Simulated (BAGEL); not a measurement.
# HF/def2-SV(P) (density fitting with svp-jkfit) run of AlSiH3O (SMILES [O]1[AlH][SiH2]1)

Aim: a structure relaxation of AlSiH3O. 

Program for the calculation: BAGEL 1.2.2.

3 further runs of the same task are left out: 2 that didn't finish, 1 set aside as unsound or not needed.

## (1) The molecule

AlSiH3O has 6 atoms, charge 0, and is taken as a singlet. SMILES: `[O]1[AlH][SiH2]1`. All atoms were displaced at random from a relaxed shape. The run starts from this shape.

Bond lengths: O1–Al2 1.751 Å, O1–Si3 1.703 Å, Al2–Si3 2.361 Å, Al2–H4 1.653 Å, Si3–H5 1.469 Å, Si3–H6 1.451 Å. Angles: O1–Al2–Si3 46.1°, Al2–O1–Si3 86.2°, O1–Si3–Al2 47.7°, O1–Al2–H4 155.0°, Si3–Al2–H4 135.1°, O1–Si3–H5 111.5°, O1–Si3–H6 114.9°, Al2–Si3–H5 116.9°, Al2–Si3–H6 122.9°, H5–Si3–H6 119.4°.

## (2) A structure relaxation at HF/def2-SV(P) (density fitting with svp-jkfit)

The input, input.json:

```json
{ "bagel" : [

{
  "title" : "molecule",
  "basis" : "def2-sv_p_.json",
  "df_basis" : "svp-jkfit",
  "angstrom" : "true",
  "geometry" : [
    { "atom" : "O", "xyz" : [   -1.042420,   -0.651737,   -0.329073 ] },
    { "atom" : "Al", "xyz" : [    0.531077,   -1.358175,   -0.028176 ] },
    { "atom" : "Si", "xyz" : [   -0.275039,    0.857508,   -0.141846 ] },
    { "atom" : "H", "xyz" : [    1.672601,   -2.143964,    0.872141 ] },
    { "atom" : "H", "xyz" : [   -0.130484,    1.552241,   -1.428315 ] },
    { "atom" : "H", "xyz" : [   -0.682981,    1.608208,    1.030346 ] }
  ]
},
{
  "title" : "optimize",
  "opttype" : "energy",
  "internal" : "false",
  "maxiter" : 40,
  "method" : [
    { "title" : "hf" }
  ]
}

]}
```

The basis set def2-SV(P) is read from a file made from the Basis Set Exchange's data (not shown).

Command:

```
BAGEL_NUM_THREADS=1 BAGEL input.json > input.out
```

The program printed:

```text
* using 1 threads per process

  ===============================================================
  ===============================================================

  *** Geometry ***

  { "atom" : "O", "xyz" : [     -1.969888,     -1.231604,     -0.621858 ] },
  { "atom" : "Al", "xyz" : [      1.003590,     -2.566579,     -0.053245 ] },
  { "atom" : "Si", "xyz" : [     -0.519748,      1.620455,     -0.268050 ] },
  { "atom" : "H", "xyz" : [      3.160758,     -4.051505,      1.648108 ] },
  { "atom" : "H", "xyz" : [     -0.246579,      2.933310,     -2.699124 ] },
  { "atom" : "H", "xyz" : [     -1.290647,      3.039073,      1.947072 ] },

  Number of auxiliary basis functions:      387

  Since a DF basis is specified, we compute 2- and 3-index integrals:
    o Being stored without compression. Storage requirement is 0.010 GB

  Number of basis functions:       56
  Number of electrons      :       38

    * METHOD: MOLECULE                             0.10

    * Use approximate Hessian for optimization

  *** RHF ***

  === Nuclear Repulsion ===
   132.3739862460

      * DIIS with orbital gradients will be used.

  === RHF iteration (def2-sv_p_.json) ===
      0       -606.94894440          0.02947758           0.03
      1       -607.01277223          0.02875818           0.02
      2       -607.19130039          0.00202603           0.02
      3       -607.19417239          0.00053560           0.03
      4       -607.19453174          0.00024107           0.02
      5       -607.19462929          0.00010065           0.02
      6       -607.19464850          0.00003683           0.03
      7       -607.19465091          0.00001771           0.02
      8       -607.19465140          0.00000827           0.02
      9       -607.19465146          0.00000371           0.02
     10       -607.19465148          0.00000122           0.02
     11       -607.19465148          0.00000052           0.02
     12       -607.19465148          0.00000023           0.02
     13       -607.19465148          0.00000012           0.02
     14       -607.19465148          0.00000007           0.02
     15       -607.19465148          0.00000003           0.02
     16       -607.19465148          0.00000001           0.02
     17       -607.19465148          0.00000000           0.03
    * SCF iteration converged.

    * Permanent dipole moment:
           (   -0.405247,     0.848209,     0.186124) a.u.

  * Nuclear energy gradient

    o Atom   0
        x          0.0022687175
        y          0.0246805013
        z         -0.0034294732
    o Atom   1
        x         -0.0122660211
        y         -0.0432714398
        z         -0.0243788179
    o Atom   2
        x         -0.0344729625
        y          0.0332155024
        z          0.0137420380
    o Atom   3
        x          0.0224554963
        y          0.0116112851
        z          0.0175857585
    o Atom   4
        x          0.0113358297
        y         -0.0131223726
        z          0.0003965677
    o Atom   5
        x          0.0106789401
        y         -0.0131134764
        z         -0.0039160730
  * Gradient computed with                              0.53

  === Convergence status ===

                         Maximum     Tolerance   Converged?
  * Gradient            0.043271      0.000300           No
  * Displacement        0.042961      0.001200           No
  * Energy change    -607.194651      0.000001           No

  *** Geometry optimization started ***
     iter         energy               grad rms       time

      1       -607.19465148          0.02010287        1.06
      2       -607.20098274          0.01549444        0.89
      3       -607.21165844          0.01061708        0.89
      4       -607.21404108          0.00994841        0.85
      5       -607.22069761          0.00736923        0.90
      6       -607.22373672          0.01298417        0.93
      7       -607.22663003          0.00796976        0.92
      8       -607.22890106          0.00388688        0.95
      9       -607.22942638          0.00354682        0.89
     10       -607.22854015          0.00653870        0.84
     11       -607.23011417          0.00204536        0.88
     12       -607.23034822          0.00273094        0.82
     13       -607.23051126          0.00195942        0.83
     14       -607.23084601          0.00149370        0.84
     15       -607.23089008          0.00090960        0.82
     16       -607.23023369          0.00423370        0.84
     17       -607.23098045          0.00107939        0.84
     18       -607.23100535          0.00107925        0.82
     19       -607.23109788          0.00065916        0.89
     20       -607.23110869          0.00067842        0.81
     21       -607.23117065          0.00069051        0.84
     22       -607.23118133          0.00065287        0.82
     23       -607.23123365          0.00030580        0.85
     24       -607.23123724          0.00016038        0.80
     25       -607.23123777          0.00014892        0.79
     26       -607.23124139          0.00009220        0.79
     27       -607.23124190          0.00001343        0.77

  *** Geometry ***

  { "atom" : "O", "xyz" : [     -1.933846,     -1.216324,     -0.613669 ] },
  { "atom" : "Al", "xyz" : [      1.030996,     -2.473104,     -0.043645 ] },
  { "atom" : "Si", "xyz" : [     -0.464024,      1.584016,     -0.189943 ] },
  { "atom" : "H", "xyz" : [      2.064702,     -5.254208,      0.058118 ] },
  { "atom" : "H", "xyz" : [     -0.468940,      3.265018,     -2.435177 ] },
  { "atom" : "H", "xyz" : [     -1.396989,      3.082802,      1.989300 ] },

    * METHOD: OPTIMIZE                            23.19

  ===============================================================
```

It took 24 s on 1 thread of Arm Neoverse V2, shared host.

Step by step:

```
step  energy from the first frame kept (eV)  largest force (eV/Å)
   0                                 0.0000                2.6307
   2                                -0.4628                1.2105
   4                                -0.7088                1.0771
   6                                -0.8702                1.3774
   8                                -0.9463                0.4605
  10                                -0.9650                0.2536
  12                                -0.9758                0.2992
  14                                -0.9861                0.1249
  16                                -0.9886                0.1352
  18                                -0.9918                0.0795
  20                                -0.9937                0.0980
  22                                -0.9955                0.0462
  24                                -0.9956                0.0214
  26                                -0.9957                0.0016
```

After the run. Bond lengths: O1–Al2 1.731 Å, O1–Si3 1.689 Å, Al2–Si3 2.289 Å, Al2–H4 1.571 Å, Si3–H5 1.484 Å, Si3–H6 1.484 Å. Angles: O1–Al2–Si3 47.2°, Al2–O1–Si3 84.1°, O1–Si3–Al2 48.8°, O1–Al2–H4 133.0°, Si3–Al2–H4 179.8°, O1–Si3–H5 114.8°, O1–Si3–H6 114.8°, Al2–Si3–H5 126.1°, Al2–Si3–H6 126.1°, H5–Si3–H6 107.5°.

## (3) Summary of results

At HF/def2-SV(P) (density fitting with svp-jkfit):

| quantity | value |
| --- | --- |
| total energy at the end | -607.23124 Eh |

At the final geometry: Bond lengths: O1–Al2 1.731 Å, O1–Si3 1.689 Å, Al2–Si3 2.289 Å, Al2–H4 1.571 Å, Si3–H5 1.484 Å, Si3–H6 1.484 Å. Angles: O1–Al2–Si3 47.2°, Al2–O1–Si3 84.1°, O1–Si3–Al2 48.8°, O1–Al2–H4 133.0°, Si3–Al2–H4 179.8°, O1–Si3–H5 114.8°, O1–Si3–H6 114.8°, Al2–Si3–H5 126.1°, Al2–Si3–H6 126.1°, H5–Si3–H6 107.5°. The optimisation took 27 steps and changed the energy by -0.996 eV.
